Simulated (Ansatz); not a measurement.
Total energies of C₅H₆ (`C1=C[C@H]2C[C@@H]12`).

```csv
atom,x (Å),y (Å),z (Å)
C1,0.7935,0.0236,-1.0949
C2,-0.4947,-0.3120,-1.2194
C3,-0.6628,-0.5654,0.2609
C4,-0.2749,0.6765,1.0220
C5,0.7944,-0.1861,0.4016
H6,1.5244,0.4584,-1.7662
H7,-1.2107,-0.2540,-2.0305
H8,-1.1515,-1.4045,0.7367
H9,-0.4864,1.6492,0.5898
H10,-0.3646,0.6197,2.1041
H11,1.5334,-0.7055,0.9961
```

Total charge 0; spin multiplicity 1. Geometry: relaxed with PBE0-D4/def2-TZVP. Basis def2-TZVPP, the Gaussian-basis code of Ansatz.

RPA on PBE orbitals: Hartree–Fock energy of these orbitals -192.73846 Eh, correlation -1.31364 Eh (frozen core).

```
             functional  energy without D4 (Eh)  D4 term (kJ/mol)
            LDA (SPW92)              -192.28883                 –
                    PBE              -193.83867             -20.8
                 revPBE              -194.04656             -74.3
                   BLYP              -193.99933             -47.6
                 r2SCAN              -193.97685              -5.0
                 B97M-V              -194.10949                 –
                   PBE0              -193.86311             -17.2
                r2SCANh              -193.96936              -5.2
                r2SCAN0              -193.95905              -5.7
HSE06 (plane-wave form)              -193.85137             -15.8
              CAM-B3LYP              -193.98159             -17.0
                LC-ωPBE              -193.96766                 –
                ωB97X-V              -194.04566                 –
                 B2PLYP              -193.91605                 –
```

Question: Give the same for B3LYP, BHLYP, ωB97M-V, PBE-QIDH. (An estimate is asked.)

Answer: Ansatz gave: 
```csv
functional,energy without D4 (Eh),D4 term (kJ/mol)
B3LYP,-194.10033,-33.4
BHLYP,-193.96956,-22.9
ωB97M-V,-194.00969,–
PBE-QIDH,-193.83063,–
```

B3LYP takes the VWN-RPA correlation (the form of Gaussian; ORCA's B3LYP/G). HSE06 is the plane-wave form, built on full-range PBE exchange. The double hybrids freeze the cores in their second-order part.

LC-ωPBE has ω = 0.4 bohr⁻¹.
